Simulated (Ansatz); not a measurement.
Rock-salt SnTe (cubic form, which distorts at low temperature), treated with r²SCAN (Ansatz, a quantum-chemistry and plane-wave program, PAW).

Run with plane-wave cutoff 560 eV, 10×10×10 k mesh, Fermi–Dirac smearing 0.01 eV, scalar-relativistic PAW data made under PBE.

The volume scan:

| V (Å³/atom) | E − E_lowest (meV/atom) |
|---|---|
| 30.387 | 17.72 |
| 31.034 | 7.66 |
| 31.680 | 1.86 |
| 32.327 | 0.00 |
| 32.974 | 1.71 |
| 33.620 | 6.64 |
| 34.267 | 14.44 |

Task: What bulk modulus B0 and pressure derivative B′ does a third-order Birch–Murnaghan fit give?

Result: V0 = 32.331 Å³/atom, B0 = 43.9 GPa, B′ = 3.9 (fit to the energies at full precision).

Measured, for comparison: bulk modulus 37.8 GPa (temperature not stated, no zero-point or thermal correction; as tabulated in Toher et al. (2017), arXiv:1611.05714); equilibrium volume per atom 31.50 Å³/atom (room temperature, no zero-point or thermal correction; as tabulated in Maiti et al. (2022), arXiv:2109.01420). Computed (rounded) less measured: bulk modulus +16 %, equilibrium volume per atom +2.6 %.

Note: symmetry holds this phase in the static calculation, where it need not be a minimum.

Spin–orbit coupling is not included.

The computed numbers hold no vibrational or temperature effects.
